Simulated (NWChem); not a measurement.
# N₂H cation; SMILES [NH+]#N

```xyz
3

N      0.0000     0.0000     0.6578
N      0.0000     0.0000    -0.4350
H      0.0000     0.0000    -1.4794
```
Atoms are numbered in this order, from 1.

The geometry was optimised at PBE0/def2-SVP.

Split the isotropic spin-spin couplings (Hz) from PBE/pcJ-1 (NWChem) into Fermi-contact, spin-dipolar, paramagnetic and diamagnetic spin-orbit terms, for the pairs 1–2, 1–3, 2–3.


| pair | FC | SD | PSO | DSO | total |
|---|---|---|---|---|---|
| 14N(1)–14N(2) | -3.02 | 2.27 | -0.31 | -0.01 | -1.08 |
| 14N(1)–1H(3) | -1.78 | 0.44 | 3.14 | -0.62 | 1.18 |
| 14N(2)–1H(3) | 107.81 | 0.53 | -0.22 | 0.15 | 108.26 |
